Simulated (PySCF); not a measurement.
Compound: phosphorous acid, H3O3P.
SMILES: `OP(O)O`

The calculation used EOM-IP-CCSD/aug-cc-pVDZ in PySCF, restricted Hartree–Fock reference, 8 core orbitals frozen, non-relativistic, gas phase, PBE0-D3(BJ)/def2-SVP geometry.

The vertical ionisation energies are 9.57, 11.98, 12.64, 12.74, 14.21, 14.25, 16.37, 17.64 eV.

Task: Which Hartree–Fock orbital leads each hole, and what is its Koopmans value −ε?

Result: 
| leading hole (HF orbital) | Koopmans (eV) | EOM-IP-CCSD (eV) | change (eV) | one-hole share |
| --- | --- | --- | --- | --- |
| HOMO | 10.30 | 9.57 | -0.73 | 0.96 |
| HOMO-1 | 13.95 | 11.98 | -1.97 | 0.94 |
| HOMO-2 | 14.62 | 12.64 | -1.98 | 0.94 |
| HOMO-3 | 14.73 | 12.74 | -1.99 | 0.94 |
| HOMO-4 | 16.10 | 14.21 | -1.89 | 0.94 |
| HOMO-5 | 16.15 | 14.25 | -1.90 | 0.94 |
| HOMO-6 | 18.34 | 16.37 | -1.97 | 0.92 |
| HOMO-7 | 19.20 | 17.64 | -1.56 | 0.94 |

Task: Does the order of the lines follow the orbital energies?

Result: Yes, no two lines change places. The corrections run from -1.99 to -0.73 eV, with a mean of -1.75 eV over the 8 lines; no line lies above its Koopmans value. Koopmans values leave out both the relaxation of the orbitals and the change in correlation energy.

Task: At what kinetic energies would He I light (21.22 eV) eject these electrons?

Result: 11.65 eV (HOMO), 9.24 eV (HOMO-1), 8.58 eV (HOMO-2), 8.48 eV (HOMO-3), 7.01 eV (HOMO-4), 6.97 eV (HOMO-5), 4.85 eV (HOMO-6), 3.58 eV (HOMO-7).

Task: What total energy has the lowest final state, and which wavelength reaches it?

Result: E(CCSD) + ionisation energy = -567.92013 + 0.35158 = -567.56855 Eh, at the geometry of the initial state. The threshold wavelength is 1239.84 eV nm/9.57 eV = 129.6 nm.

Lines less than 0.15 eV apart could change places at a higher level. One root was sought for each valence orbital with −ε under 21 eV, eight at most, so deeper holes and satellites are missing; no vibrational structure.

Conformer computed: `[OH:1][P:2]([OH:3])[OH:4]`: H–O1–P2–O3 92°, H–O3–P2–O1 -163°, H–O4–P2–O1 103°.

One conformer stands for the species.
